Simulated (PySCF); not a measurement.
acetic acid (C2H4O2), SMILES CC(=O)O. The structure is a stationary point at PBE0-D3(BJ)/def2-SVP. Other conformers were not sampled.

Computed equilibrium geometry at PBE0-D3(BJ)/def2-SVP (PySCF confirms it by a frequency run) as Cartesian coordinates in Å, and its point group (one conformer of several):
point group Cs.
```xyz
8

C      0.1102     1.3882     0.0000
C     -0.1217    -0.0929     0.0000
O      1.0342    -0.7763     0.0000
O     -1.1928    -0.6381     0.0000
H     -0.8517     1.9116     0.0000
H      0.6981     1.6736     0.8847
H      0.6981     1.6736    -0.8847
H      0.7932    -1.7155     0.0000
```
